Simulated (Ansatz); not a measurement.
Input file:

```yaml
crystal:
  periodic: [false, false, false]
  atoms:
    - {symbol: H, position_ang: [0.000000, 0.000000, -1.112333]}
    - {symbol: H, position_ang: [0.000000, 0.000000, -0.186333]}
    - {symbol: Cl, position_ang: [0.000000, 0.000000, 1.298667]}
basis:
  gaussian: {orbitals: cc-pVTZ}
magnetization: {spin_polarized: false, initial_magnetization: 1}
correlation: {method: bccd_t, electrons: outside_noble_gas}
```

```sh
$ ansatz run in.yaml --threads 1 --pin off --events-out ev --progress --plain --max-ram 2393MiB
```

Log:

```
352 factors; integrals over basis functions are off by at most 7.3e-4 eV
mean field evaluation 1: about -12532.3293 eV, gradient 9.2e0 eV
mean field evaluation 2: about -12532.3314 eV, gradient 9.2e0 eV
mean field evaluation 4: about -12532.8002 eV, gradient 1.0e0 eV
mean field evaluation 8: about -12532.8094 eV, gradient 9.6e-3 eV
mean field evaluation 16: about -12532.7998 eV, gradient 1.0e0 eV
mean field evaluation 32: about -12532.8024 eV, gradient 7.9e-1 eV
mean field evaluation 64: about -12531.1996 eV, gradient 7.7e-3 eV
mean field evaluation 96: about -12525.8307 eV, gradient 7.6e-1 eV
mean field -12532.80935499 eV, -460.5722487527 hartree, gradient 1.4e-6 eV, S^2 0.750000; 3 other end points of the search recorded, 0 dependent functions left out
determinant -12532.80935499 eV, -460.5722487527 hartree, with singles and doubles -12539.59707031 eV, -460.8216926898 hartree
determinant -12531.19956229 eV, -460.5130899619 hartree, with singles and doubles -12537.73214929 eV, -460.7531581064 hartree
5 core orbitals not correlated: weight in the atoms' cores, before any rotation towards them, 1.000 or more for the frozen orbitals, at most 0.000 for the correlated occupied ones
reference -12532.80935499 eV, -460.5722487527 hartree; 5, 4 occupied and 52, 53 virtual orbitals, 352 factors
second order -5.95835794 eV of doubles, -0.15453917 eV of singles
cycle   1  -6.73702324 eV  change   -2.2e-1 eV  update   1.3e-2
cycle   2  -6.74322971 eV  change   -6.2e-3 eV  update   3.9e-3
cycle   3  -6.74249680 eV  change    7.3e-4 eV  update   2.0e-3
cycle   4  -6.74165517 eV  change    8.4e-4 eV  update   1.0e-3
cycle   5  -6.74153748 eV  change    1.2e-4 eV  update   5.0e-4
cycle   6  -6.74156554 eV  change   -2.8e-5 eV  update   1.8e-4
cycle   7  -6.74165882 eV  change   -9.3e-5 eV  update   6.6e-5
cycle   8  -6.74169125 eV  change   -3.2e-5 eV  update   2.0e-5
cycle   9  -6.74169390 eV  change   -2.6e-6 eV  update   5.3e-6
perturbative correction -0.23217641 eV, -0.0085323258 hartree
Total energy: -12539.78322530 eV, -460.8285337596 hartree
```

For the same geometry and basis UCCSDT(Q) lies 27.9 meV lower.

Ran on 1 thread of Intel Xeon Platinum 8375C, shared host: 2.7 s wall, 0.21 GiB peak host memory.
